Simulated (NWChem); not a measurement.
System: methanol (CH₄O); SMILES CO

Here is an NWChem input.

```
start job
memory heap 200 mb stack 900 mb global 1100 mb
geometry units angstroms
  C     -0.008379    -0.639520     0.000000
  O     -0.090741     0.755379     0.000000
  H      0.500926    -1.049112    -0.894875
  H     -1.034765    -1.035935     0.000000
  H      0.500926    -1.049112     0.894875
  H      0.803609     1.108715     0.000000
end
basis spherical
  * library def2-svp
end
dft
  xc xpbe96 cpbe96
  iterations 150
end
driver
  maxiter 120
end
task dft optimize
task dft freq
```

Excerpt of the output:

```
             Northwest Computational Chemistry Package (NWChem) 7.3.0
             --------------------------------------------------------

 CS  symmetry detected

                             Geometry "geometry" -> ""
                             -------------------------

 Output coordinates in angstroms (scale by  1.889725989 to convert to a.u.)

  No.       Tag          Charge          X              Y              Z
 ---- ---------------- ---------- -------------- -------------- --------------
    1 C                    6.0000    -0.01032978    -0.64951403     0.00000000
    2 O                    8.0000    -0.08784499     0.74566270     0.00000000
    3 H                    1.0000     0.49754911    -1.06087304    -0.89487500
    4 H                    1.0000    -1.03808684    -1.04236067     0.00000000
    5 H                    1.0000     0.49754911    -1.06087304     0.89487500
    6 H                    1.0000     0.80772721     1.09588933     0.00000000

 Effective nuclear repulsion energy (a.u.)      40.4952784031

      Symmetry information
      --------------------

 Group name             Cs
 Group number              2
 Group order               2
 No. of unique centers     5

                                Z-matrix (autoz)
                                --------

 Units are Angstrom for bonds and degrees for angles

      Type          Name      I     J     K     L     M      Value
      ----------- --------  ----- ----- ----- ----- ----- ----------
    1 Stretch                  1     2                       1.39733
    2 Stretch                  1     3                       1.10813
    3 Stretch                  1     4                       1.10028
    4 Stretch                  1     5                       1.10813
    5 Stretch                  2     6                       0.96162
    6 Bend                     1     2     6               108.17866
    7 Bend                     2     1     3               113.33280
    8 Bend                     2     1     4               107.73865
    9 Bend                     2     1     5               113.33280
   10 Bend                     3     1     4               107.19172
   11 Bend                     3     1     5               107.71490
   12 Bend                     4     1     5               107.19172
   13 Torsion                  3     1     2     6         -61.57919
   14 Torsion                  4     1     2     6         180.00000
   15 Torsion                  5     1     2     6          61.57919

  pbe96 is a nonlocal functional; adding pw91lda local functional.

                           NWChem Geometry Optimization
                           ----------------------------

 maximum gradient threshold         (gmax) =   0.000450
 rms gradient threshold             (grms) =   0.000300
 maximum cartesian step threshold   (xmax) =   0.001800
 rms cartesian step threshold       (xrms) =   0.001200
 fixed trust radius                (trust) =   0.300000
 source of zmatrix                         =   autoz

          -------------------
          Energy Minimization
          -------------------

 Using diagonal initial Hessian
 Scaling for Hessian diagonals: bonds = 1.00  angles = 0.25  torsions = 0.10

          --------
          Step   0

                                 NWChem DFT Module
                                 -----------------

 Summary of "ao basis" -> "ao basis" (spherical)
 ------------------------------------------------------------------------------
       Tag                 Description            Shells   Functions and Types
 ---------------- ------------------------------  ------  ---------------------
 C                          def2-svp                 6       14   3s2p1d
 O                          def2-svp                 6       14   3s2p1d
 H                          def2-svp                 3        5   2s1p

      Symmetry analysis of basis
      --------------------------

        a'         33
        a"         15

            General Information
            -------------------
          SCF calculation type: DFT
          Wavefunction type:  closed shell.
          No. of atoms     :     6
          No. of electrons :    18
           Alpha electrons :     9
            Beta electrons :     9
          Charge           :     0
          Spin multiplicity:     1
          Use of symmetry is: on ; symmetry adaption is: on
          Maximum number of iterations: 150
          AO basis - number of functions:    48
                     number of shells:    24
          Convergence on energy requested:  1.00D-06
          Convergence on density requested:  1.00D-05
          Convergence on gradient requested:  5.00D-04

              XC Information
              --------------
          PerdewBurkeErnzerhof Exchange Functional  1.000
            Perdew 1991 LDA Correlation Functional  1.000 local
           PerdewBurkeErnz. Correlation Functional  1.000 non-local

             Grid Information
             ----------------
          Grid used for XC integration:  medium
          Radial quadrature: Mura-Knowles
          Angular quadrature: Lebedev.
          Tag              B.-S. Rad. Rad. Pts. Rad. Cut. Ang. Pts.
          ---              ---------- --------- --------- ---------
          C                   0.70       49           7.0       434
          O                   0.60       49           7.0       434
          H                   0.35       45           9.0       434
          Grid pruning is: on
          Number of quadrature shells:   233
          Spatial weights used:  Erf1

      Superposition of Atomic Density Guess
      -------------------------------------

 Sum of atomic energies:        -114.31308043

      Non-variational initial energy
      ------------------------------

 Total energy =    -115.219544
 1-e energy   =    -235.044063
 2-e energy   =      79.329241
 HOMO         =      -0.371729
 LUMO         =       0.099280

      Symmetry analysis of molecular orbitals - initial
      -------------------------------------------------

  Numbering of irreducible representations:

     1 a'          2 a"

  Orbital symmetries:

     1 a'          2 a'          3 a'          4 a'          5 a'
     6 a"          7 a'          8 a'          9 a"         10 a'
    11 a'         12 a'         13 a"         14 a'         15 a'
    16 a"         17 a'         18 a'         19 a'

   convergence    iter        energy       DeltaE   RMS-Dens  Diis-err
 ---------------- ----- ----------------- --------- --------- ---------
 d= 0,ls=0.0,diis     1   -115.4467973097 -1.56D+02  1.95D-02  3.80D-01
 d= 0,ls=0.0,diis     2   -115.4143295883  3.25D-02  1.16D-02  7.60D-01
 d= 0,ls=0.0,diis     3   -115.4849664604 -7.06D-02  1.87D-03  2.87D-02
 d= 0,ls=0.0,diis     4   -115.4874507526 -2.48D-03  5.01D-04  8.77D-04
 d= 0,ls=0.0,diis     5   -115.4875268727 -7.61D-05  1.86D-04  1.59D-04
  Resetting Diis
 d= 0,ls=0.0,diis     6   -115.4875468732 -2.00D-05  2.35D-05  2.16D-06
 d= 0,ls=0.0,diis     7   -115.4875471449 -2.72D-07  4.81D-06  3.02D-08

         Total DFT energy =     -115.487547144877
      One electron energy =     -237.226591480843
           Coulomb energy =       96.598909920244
    Exchange-Corr. energy =      -15.355143987419
 Nuclear repulsion energy =       40.495278403141

 Numeric. integr. density =       17.999999462414

                  Occupations of the irreducible representations
                  ----------------------------------------------

                     irrep           alpha         beta
                     --------     --------     --------
                     a'                7.0          7.0
                     a"                2.0          2.0

                       DFT Final Molecular Orbital Analysis
                       ------------------------------------

 Vector    7  Occ=2.000000D+00  E=-3.708742D-01  Symmetry=a'
              MO Center= -3.0D-01, -2.4D-01, -1.1D-15, r^2= 1.5D+00
   Bfn.  Coefficient  Atom+Function         Bfn.  Coefficient  Atom+Function
  ----- ------------  ---------------      ----- ------------  ---------------
     4      0.335776  1 C  px                19     -0.319225  2 O  py
    34     -0.308192  4 H  s                  5      0.245727  1 C  py
    22     -0.172996  2 O  py                 7      0.162372  1 C  px
    18      0.135638  2 O  px                17     -0.127161  2 O  s
    35     -0.110309  4 H  s                 21      0.098198  2 O  px

[...]

      ----------------------
      Optimization converged
      ----------------------

  Step       Energy      Delta E   Gmax     Grms     Xrms     Xmax
  ---- ---------------- -------- -------- -------- -------- --------
@    3    -115.48799155 -6.5D-07  0.00013  0.00004  0.00064  0.00130
                                     ok       ok       ok       ok

                                Z-matrix (autoz)
                                --------

 Units are Angstrom for bonds and degrees for angles

      Type          Name      I     J     K     L     M      Value     Gradient
      ----------- --------  ----- ----- ----- ----- ----- ---------- ----------
    1 Stretch                  1     2                       1.41030   -0.00013
    2 Stretch                  1     3                       1.11847    0.00005
    3 Stretch                  1     4                       1.10927    0.00003
    4 Stretch                  1     5                       1.11847    0.00005
    5 Stretch                  2     6                       0.97353    0.00001
    6 Bend                     1     2     6               107.35911    0.00001
    7 Bend                     2     1     3               113.73416    0.00002
    8 Bend                     2     1     4               107.50754   -0.00001
    9 Bend                     2     1     5               113.73416    0.00002
   10 Bend                     3     1     4               107.00935   -0.00001
   11 Bend                     3     1     5               107.44590   -0.00002
   12 Bend                     4     1     5               107.00935   -0.00001
   13 Torsion                  3     1     2     6         -61.72065   -0.00000
   14 Torsion                  4     1     2     6         180.00000   -0.00000
   15 Torsion                  5     1     2     6          61.72065    0.00000

                         Geometry "geometry" -> "geometry"
                         ---------------------------------

 Output coordinates in angstroms (scale by  1.889725989 to convert to a.u.)

  No.       Tag          Charge          X              Y              Z
 ---- ---------------- ---------- -------------- -------------- --------------
    1 C                    6.0000    -0.00997541    -0.64942193     0.00000000
    2 O                    8.0000    -0.09526398     0.75830003     0.00000000
    3 H                    1.0000     0.50144347    -1.06944034    -0.90167335
    4 H                    1.0000    -1.04574063    -1.04648908     0.00000000
    5 H                    1.0000     0.50144347    -1.06944034     0.90167335
    6 H                    1.0000     0.81465690     1.10442291     0.00000000

 Effective nuclear repulsion energy (a.u.)      40.1160006082

      Symmetry information
      --------------------

 Group name             Cs
 Group number              2
 Group order               2
 No. of unique centers     5

                Final and change from initial internal coordinates
                --------------------------------------------------

                                Z-matrix (autoz)
                                --------

 Units are Angstrom for bonds and degrees for angles

      Type          Name      I     J     K     L     M      Value       Change
      ----------- --------  ----- ----- ----- ----- ----- ---------- ----------
    1 Stretch                  1     2                       1.41030    0.01297
    2 Stretch                  1     3                       1.11847    0.01034
    3 Stretch                  1     4                       1.10927    0.00899
    4 Stretch                  1     5                       1.11847    0.01034
    5 Stretch                  2     6                       0.97353    0.01191
    6 Bend                     1     2     6               107.35911   -0.81955
    7 Bend                     2     1     3               113.73416    0.40136
    8 Bend                     2     1     4               107.50754   -0.23110
    9 Bend                     2     1     5               113.73416    0.40136
   10 Bend                     3     1     4               107.00935   -0.18236
   11 Bend                     3     1     5               107.44590   -0.26900
   12 Bend                     4     1     5               107.00935   -0.18236
   13 Torsion                  3     1     2     6         -61.72065   -0.14145
   14 Torsion                  4     1     2     6         180.00000    0.00000
   15 Torsion                  5     1     2     6          61.72065    0.14145

[...]

 Rotational Constants
 --------------------
 A=   4.173700 cm-1  (  6.004889 K)
 B=   0.827196 cm-1  (  1.190124 K)
 C=   0.797398 cm-1  (  1.147253 K)

 Temperature                      =   298.15K
 frequency scaling parameter      =   1.0000

 Zero-Point correction to Energy  =   31.150 kcal/mol  (  0.049641 au)
 Thermal correction to Energy     =   33.228 kcal/mol  (  0.052953 au)
 Thermal correction to Enthalpy   =   33.821 kcal/mol  (  0.053897 au)

 Total Entropy                    =   56.790 cal/mol-K
   - Translational                =   36.308 cal/mol-K (mol. weight =  32.0262)
   - Rotational                   =   19.003 cal/mol-K (symmetry #  =        1)
   - Vibrational                  =    1.480 cal/mol-K

 Cv (constant volume heat capacity) =    8.854 cal/mol-K
   - Translational                  =    2.979 cal/mol-K
   - Rotational                     =    2.979 cal/mol-K
   - Vibrational                    =    2.895 cal/mol-K

[normal modes left out]

 ----------------------------------------------------------------------------
 Normal Eigenvalue ||           Projected Infra Red Intensities
  Mode   [cm**-1]  || [atomic units] [(debye/angs)**2] [(KM/mol)] [arbitrary]
 ------ ---------- || -------------- ----------------- ---------- -----------
    1       -0.000 ||    0.002916           0.067         2.843       0.993
    2       -0.000 ||    0.000060           0.001         0.058       0.020
    3       -0.000 ||    0.001887           0.044         1.840       0.643
    4       -0.000 ||    0.012685           0.293        12.366       4.320
    5       -0.000 ||    0.007483           0.173         7.295       2.549
    6        0.000 ||    0.002107           0.049         2.054       0.718
    7      340.658 ||    0.123460           2.848       120.355      42.050
    8     1039.273 ||    0.086283           1.991        84.113      29.388
    9     1088.599 ||    0.041316           0.953        40.277      14.072
   10     1133.885 ||    0.000198           0.005         0.193       0.068
   11     1328.288 ||    0.024508           0.565        23.891       8.347
   12     1415.423 ||    0.001681           0.039         1.639       0.572
   13     1424.295 ||    0.006099           0.141         5.946       2.077
   14     1446.863 ||    0.007392           0.171         7.206       2.518
   15     2886.891 ||    0.076126           1.756        74.211      25.928
   16     2936.297 ||    0.085541           1.973        83.389      29.135
   17     3042.612 ||    0.028049           0.647        27.344       9.554
   18     3717.096 ||    0.020693           0.477        20.172       7.048
 ----------------------------------------------------------------------------
```

Level: PBE/def2-SVP.
